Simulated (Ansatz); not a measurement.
**CPO (doublet): wave-function methods side by side at a displaced geometry (v1), cc-pVDZ**

How much of the correlation energy of CPO (doublet) does each wave-function method recover here?

The runs use Ansatz 0.2.0, Gaussian basis; cc-pVDZ, core rule «outside noble gas», up to 7 orbitals frozen.

Plan: UHF; CCSD(T) on ROHF; CCSD(T) on UHF; BCCD(T) on ROHF; CISD as a restricted active space (open shells left free, so some higher excitations enter); CCSDT(Q) on ROHF; CCSDT(Q) on UHF.

16 further runs of the same task are left out: 4 that didn't finish, 12 set aside as unsound or not needed. Runs told in other sessions of the task aren't counted.

## (1) The geometry

The geometry is a PBE0/def2-TZVP stationary point (not a proven minimum) with its atoms shifted at random (size 0.040 Å).

3 atoms, charge 0, spin multiplicity 2.

Atoms are counted from 1 here; the program's logs count them from 0.

Bond lengths: O1–C2 1.168 Å, C2–P3 1.700 Å. Angles: O1–C2–P3 176.8°.

Coordinates:

```xyz
3
charge 0, multiplicity 2
O    -0.01543   -0.00901    1.34474
C    -0.01627   -0.02515    0.17689
P     0.03170    0.03416   -1.52163
```

## (2) UHF

in.yaml

```yaml
crystal:
  periodic: [false, false, false]
  atoms:
    - {symbol: O, position_ang: [-0.015433, -0.009008, 1.344740]}
    - {symbol: C, position_ang: [-0.016266, -0.025151, 0.176887]}
    - {symbol: P, position_ang: [0.031698, 0.034159, -1.521627]}
basis:
  gaussian: {orbitals: cc-pVDZ}
magnetization: {spin_polarized: true, initial_magnetization: 1}
hamiltonian: {xc: hf}
output: {orbitals: {seedname: orbitals}}
```

The run is started by

```sh
> ansatz run in.yaml --threads 1 --pin off --events-out ev --progress --plain --max-ram 2393MiB
```

Further steps of the session: CCSD(T) on ROHF; CCSD(T) on UHF; BCCD(T) on ROHF; CISD as a restricted active space (open shells left free, so some higher excitations enter); CCSDT(Q) on ROHF; CCSDT(Q) on UHF.

Before running them: what should the planned runs give, taken together? Wanted: UCCSDT(Q) from the RHF energy; RMP2 from UCCSDT(Q); UMP2 from UCCSDT(Q); RCCSD from UCCSDT(Q); RCCSD(T) from UCCSDT(Q); UCCSD(T) from UCCSDT(Q); RCCSDT(Q) from UCCSDT(Q); T1 diagnostic.

As calculated:

| quantity | value |
| --- | --- |
| UCCSDT(Q) from the ROHF energy | -11.9560 eV |
| RMP2 from UCCSDT(Q) | +950.1 meV |
| UMP2 from UCCSDT(Q) | +1031.1 meV |
| RCCSD from UCCSDT(Q) | +614.4 meV |
| RCCSD(T) from UCCSDT(Q) | +86.9 meV |
| UCCSD(T) from UCCSDT(Q) | +91.9 meV |
| RCCSDT(Q) from UCCSDT(Q) | +7.5 meV |
| levels within 1 kcal/mol (43 meV) | RCCSDT(Q) |
| T1 diagnostic | 0.026 |

In words: RCCSD(T) lands +86.9 meV from the yardstick (0.7 % of the correlation energy). These misses are within one basis, not against nature; the frozen cores of restricted and unrestricted runs differ, which can shift their rows.

With open shells the CI space here admits some higher excitations, so it is larger than plain CISD.
